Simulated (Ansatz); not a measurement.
Worked example: correlation energy of HO, doublet

Geometry: MP2(full)/6-31G*, from the G2/97 set.

```xyz
2

O     0.0000    0.0000    0.0000
H     0.0000    0.0000    0.9791
```

Basis cc-pVTZ; Ansatz 0.2.0. Correlated methods freeze the noble-gas cores, which leaves 7 electrons in 43 orbitals. Prefix R: restricted or restricted open-shell reference; prefix U: unrestricted.

Full CI is exact within this basis and frozen core; it isn't the basis-set limit. The frozen core follows each run's orbitals, which can shift R against U totals by a few meV.

Runs differ by some tens of microhartree through their thresholds and, for an open shell, their frozen cores, so steps under 0.1 kcal/mol mean nothing.

```tsv
level	total energy (hartree)
UHF	-75.418841
UMP2	-75.618783
UCCSD	-75.632541
UCCSD(T)	-75.637667
UCCSDT	-75.637964
UCCSDT(Q)	-75.638144
UCCSDTQ	-75.638134
full CI	-75.638088
```

Problem. What is the correlation energy at full CI, and what share of it do UMP2 and UCCSD(T) recover?

Solution. E(corr) = -75.638088 − (-75.418841) = -0.219247 hartree = -5.966 eV. UMP2: -0.199942 / -0.219247 = 91.19 %. UCCSD(T): -0.218826 / -0.219247 = 99.81 %.

Problem. By how many kcal/mol does UCCSD(T) miss full CI (1 hartree = 627.509 kcal/mol), and which steps make up the rest?

Solution. -75.637667 − (-75.638088) = 0.000421 hartree = 0.26 kcal/mol. Steps: UCCSDT − UCCSD(T) = -0.19, UCCSDT(Q) − UCCSDT = -0.11, UCCSDTQ − UCCSDT(Q) = 0.01, full CI − UCCSDTQ = 0.03 kcal/mol. That is within 1 kcal/mol of the reference in this basis, which itself misses far more of the correlation at the basis-set limit.
